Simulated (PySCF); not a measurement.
# Computed data sheet: `C#C[C@@H]1C[C@@H]1F`

Species: C5H5F.
Numbering: `[CH:1]#[C:2][C@@H:3]1[CH2:4][C@@H:5]1[F:6]` (hydrogens: H7 on C1; H8 on C3; H9, H10 on C4; H11 on C5)

Cartesian coordinates in Å at the PBE0-D3(BJ)/def2-SVP level; atoms count from 1:
```
atom  x, y, z in Å
C1     1.508   -1.541   -1.283
C2     0.872   -0.601   -0.858
C3     0.118    0.517   -0.366
C4    -0.112    0.680    1.131
C5    -1.237    0.290    0.253
F6    -1.695   -0.976    0.329
H7     2.069   -2.376   -1.659
H8     0.224    1.437   -0.950
H9    -0.083    1.688    1.553
H10    0.300   -0.109    1.764
H11   -2.035    1.005    0.026
```

Some functional groups and rings: alkyne, C–F bond and cyclopropane ring.

**PBE0-D3(BJ)/def2-SVP geometry optimisation, gas phase (PySCF)**

| Item | Value |
| --- | --- |
| Point group | C1 |
| Rotational constants A, B, C | 6.535, 2.891, 2.284 GHz |

B3LYP/def2-SVPD ground state, ΔSCF and vertical TDDFT (core frozen in the response) (PySCF):

| Item | Value |
| --- | --- |
| Dipole moment | 1.97 D |
| HOMO energy | -7.17 eV |
| LUMO energy | 0.17 eV |
| HOMO–LUMO gap | 7.34 eV |
| Lowest singlet excitation | 6.04 eV (205 nm, f = 0.002) |
| Strongest line among the 10 lowest singlet transitions | S5 at 7.19 eV (172 nm, f = 0.077) |
| Lowest triplet excitation (Tamm–Dancoff) | 5.17 eV |
| Static isotropic polarisability | 57.9 au |
| Vertical ionisation energy | 9.52 eV |
| Electronic spatial extent ⟨r²⟩ about the centre of nuclear charge | 548 bohr² |

From KT3/pcSseg-2 ground state and GIAO shieldings, non-relativistic (PySCF):

| Item | Value |
| --- | --- |
| 13C chemical shifts (computed TMS as zero) by class | 76.2 (C2), 73.4 (C5), 63.0 (C1), 16.1 (C4), 10.2 (C3) ppm |
| 1H chemical shifts (computed TMS as zero) by class | 4.39 (H11), 1.65 (H7), 1.51 (H8), 0.97 (H10), 0.93 (H9) ppm |
| Isotropic shieldings of nuclei other than C and H, by class | 399 (F6) ppm |

From B3LYP/pcJ-1 indirect spin-spin coupling, non-relativistic, gas phase; spin–dipole term left out for some pairs (PySCF):

| Item | Value |
| --- | --- |
| Largest of the computed one-bond spin–spin couplings (means over like bonds) | 19F–13C -300.7 (F6–C5), 13C–1H +274.4 (C1–H7), 13C–13C +205.7 (C1–C2), 13C–1H +203.4 (C5–H11), 13C–1H +173.3 (C3–H8), 13C–1H +172.4 (C4–H9), 13C–1H +172.2 (C4–H10), 13C–13C +100.5 (C2–C3) Hz |

Monoisotopic mass (most abundant isotopes): 84.0375 u.

The vertical singlet–triplet gap S1 − T1 is 0.87 eV (TDDFT singlet less Tamm–Dancoff triplet; S1: HOMO→LUMO, weight 0.79; T1: HOMO→LUMO+1, weight 0.55). No computed singlet falls in the visible range (750 to 380 nm, 1.65 to 3.26 eV); S1 lies 2.78 eV above its blue end. The polarisability is 8.58 Å³ as a volume (1 au = 0.148185 Å³), or 1.32 au for each of the 44 electrons. A dipole of 1.97 D is allowed in C1, and pure rotational transitions are dipole-allowed. The dipole equals about 6.6 × 10⁻³⁰ C·m (1 D = 3.33564 × 10⁻³⁰ C·m). In wavenumbers S1 is 48700 cm⁻¹ (1 eV = 8065.54 cm⁻¹).

For the NMR shielding job (KT3/pcSseg-2), the run took 40 s of wall time on Arm Neoverse V2, one thread, no GPU, on a shared host.
